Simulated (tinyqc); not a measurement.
Inside a calculation. Method: Pariser-Parr-Pople SCF with singles CI, for the molecule C=C(Cl)C=C[CH2+] (SMILES; centres numbered as the heavy atoms are written). Computed by tinyqc, a small Python program that keeps every step. Settings: charge = 1, gamma = Ohno, start = huckel, damping = 0, iteration cap = 58, excitations kept = 6. Command: `OMP_NUM_THREADS=1 python tinyqc.py 29710 29711 out.jsonl` (the two numbers bound the seeds that draw the settings). One thread of a shared host (Intel(R) Xeon(R) Processor @ 2.60GHz), about 0.01 s of CPU time with the checks. Later iterations appear only in the table of the cycle.

## PPP integrals

Centres (angstrom, eV; a flat drawing with bonds scaled to 1.40 angstrom):

| centre | x | y | core charge z | W | gamma_rr |
|---|---|---|---|---|---|
| 1C | 2.1180 | 0.8930 | 1 | 11.8300 | 9.6200 |
| 2C | 1.0170 | 0.0280 | 1 | 11.8300 | 9.6200 |
| 3Cl | 1.2150 | -1.3580 | 2 | 24.2600 | 14.5500 |
| 4C | -0.2830 | 0.5490 | 1 | 11.8300 | 9.6200 |
| 5C | -1.3840 | -0.3160 | 1 | 11.8300 | 9.6200 |
| 6C | -2.6830 | 0.2050 | 1 | 11.8300 | 9.6200 |

Resonance integrals (eV):

| i | j | beta |
|---|---|---|
| 1 | 2 | -2.2200 |
| 2 | 3 | -1.4900 |
| 2 | 4 | -2.2200 |
| 4 | 5 | -2.2200 |
| 5 | 6 | -2.2200 |

Ohno: gamma = 14.399645/sqrt(R^2 + a^2), a = 2 x 14.399645/(gamma_rr + gamma_ss); H_rr = -W_r - sum_(s != r) z_s gamma_rs; H_rs = beta for bonds.

repulsion gamma_rs (eV):
```
         1C      2C      3Cl      4C      5C      6C
1C   9.6200  7.0255   5.3288  5.0521  3.6037  2.8369
2C   7.0255  9.6200   7.8324  7.0246  5.0521  3.6042
3Cl  5.3288  7.8324  14.5500  5.3294  4.7319  3.2986
4C   5.0521  7.0246   5.3294  9.6200  7.0255  5.0536
5C   3.6037  5.0521   4.7319  7.0255  9.6200  7.0268
6C   2.8369  3.6042   3.2986  5.0536  7.0268  9.6200
```

core matrix H (eV):
```
           1C        2C       3Cl        4C        5C        6C
1C   -41.0058   -2.2200    0.0000    0.0000    0.0000    0.0000
2C    -2.2200  -50.2014   -1.4900   -2.2200    0.0000    0.0000
3Cl    0.0000   -1.4900  -50.7811    0.0000    0.0000    0.0000
4C     0.0000   -2.2200    0.0000  -46.6447   -2.2200    0.0000
5C     0.0000    0.0000    0.0000   -2.2200  -44.0020   -2.2200
6C     0.0000    0.0000    0.0000    0.0000   -2.2200  -36.9487
```

## Starting guess

pi electrons, sum of z_r less the charge = 6

Orbitals of the Hueckel matrix of the beta values.

P at the start:
```
          1C       2C      3Cl       4C       5C       6C
1C    0.5127   0.6944   0.3441   0.2563  -0.1747  -0.2563
2C    0.6944   1.0000   0.4661   0.5197   0.0000  -0.1747
3Cl   0.3441   0.4661   1.2831  -0.5341  -0.1172   0.5341
4C    0.2563   0.5197  -0.5341   1.1021   0.5984  -0.1021
5C   -0.1747   0.0000  -0.1172   0.5984   1.0000   0.7731
6C   -0.2563  -0.1747   0.5341  -0.1021   0.7731   1.1021
```

## Iteration 1: Fock matrix

F_rr = H_rr + P_rr gamma_rr / 2 + sum_(s != r) P_ss gamma_rs; F_rs = H_rs - P_rs gamma_rs / 2; E = tr P (H + F) / 2 + core repulsion sum_(r<s) z_r z_s gamma_rs.

F (eV):
```
           1C        2C       3Cl        4C        5C       6C
1C   -12.3787   -4.6592   -0.9168   -0.6476    0.3148   0.3636
2C    -4.6592  -14.9735   -3.3152   -4.0454    0.0000   0.3148
3Cl   -0.9168   -3.3152  -16.6413    1.4232    0.2774  -0.8809
4C    -0.6476   -4.0454    1.4232  -12.2955   -4.3220   0.2580
5C     0.3148    0.0000    0.2774   -4.3220  -10.7336  -4.9362
6C     0.3636    0.3148   -0.8809    0.2580   -4.9362  -9.7600
```

pi energy = -90.4591 eV

## Iteration 1: orbitals and new P

Diagonalise F (the basis is taken as orthonormal) and form P = 2 sum c c over the lowest orbitals.

orbital energies (eV): -21.6600  -17.8676  -15.4642  -10.6276  -7.3855  -3.7778

P after iteration 1:
```
          1C       2C      3Cl       4C       5C       6C
1C    0.5756   0.7557   0.0447   0.2658  -0.2538  -0.3343
2C    0.7557   1.1307   0.3122   0.5291  -0.0231  -0.1840
3Cl   0.0447   0.3122   1.7477  -0.4531   0.0276   0.3679
4C    0.2658   0.5291  -0.4531   0.8612   0.6126   0.2228
5C   -0.2538  -0.0231   0.0276   0.6126   1.0174   0.7475
6C   -0.3343  -0.1840   0.3679   0.2228   0.7475   0.6673
```

## Iteration 2: Fock matrix

As before.

F (eV):
```
           1C        2C       3Cl        4C        5C        6C
1C   -11.0694   -4.8746   -0.1191   -0.6714    0.4573    0.4742
2C    -4.8746  -13.4346   -2.7128   -4.0783    0.0583    0.3316
3Cl   -0.1191   -2.7128  -14.5375    1.2074   -0.0654   -0.6067
4C    -0.6714   -4.0783    1.2074  -11.8168   -4.3718   -0.5629
5C     0.4573    0.0583   -0.0654   -4.3718  -12.3116   -4.8463
6C     0.4742    0.3316   -0.6067   -0.5629   -4.8463  -10.7643
```

pi energy = -92.1822 eV

## Iteration 2: orbitals and new P

As before.

orbital energies (eV): -20.2453  -17.8614  -14.7680  -9.8282  -6.5657  -4.6656

P after iteration 2:
```
          1C       2C      3Cl       4C       5C       6C
1C    0.5802   0.7557  -0.0327   0.3279  -0.2193  -0.3099
2C    0.7557   1.1265   0.3373   0.5162  -0.0403  -0.1760
3Cl  -0.0327   0.3373   1.7742  -0.4323   0.0201   0.3136
4C    0.3279   0.5162  -0.4323   0.8021   0.5868   0.2357
5C   -0.2193  -0.0403   0.0201   0.5868   1.0590   0.7759
6C   -0.3099  -0.1760   0.3136   0.2357   0.7759   0.6579
```

## Convergence

Stop when output and input P, before any damping, agree to 1e-7.

Course of the cycle:

| iteration | E (eV) | largest \|P(out) - P(in)\| |
|---|---|---|
| 1 | -90.459104 | 4.65e-01 |
| 2 | -92.182163 | 7.74e-02 |
| 3 | -92.311040 | 6.75e-02 |
| 4 | -92.372040 | 5.62e-02 |
| 5 | -92.408059 | 4.61e-02 |
| 6 | -92.431439 | 3.75e-02 |
| 7 | -92.447111 | 3.04e-02 |
| 8 | -92.457714 | 2.45e-02 |
| 9 | -92.464907 | 1.97e-02 |
| 10 | -92.469797 | 1.59e-02 |
| 11 | -92.473129 | 1.29e-02 |
| ... | ... | ... |
| 48 | -92.480418 | 1.58e-05 |
| 49 | -92.480418 | 1.32e-05 |
| 50 | -92.480418 | 1.10e-05 |
| 51 | -92.480418 | 9.16e-06 |
| 52 | -92.480418 | 7.64e-06 |
| 53 | -92.480418 | 6.37e-06 |
| 54 | -92.480418 | 5.31e-06 |
| 55 | -92.480418 | 4.43e-06 |
| 56 | -92.480418 | 3.69e-06 |
| 57 | -92.480418 | 3.08e-06 |
| 58 | -92.480418 | 2.57e-06 |

Not converged within 58 iterations: the residual falls steadily but slowly, by a factor of about 0.83 a step. Reruns (cap 100 unless said): damping 0.5: not converged; the original settings with a cap of 400: converged in 76 (E = -92.48042).
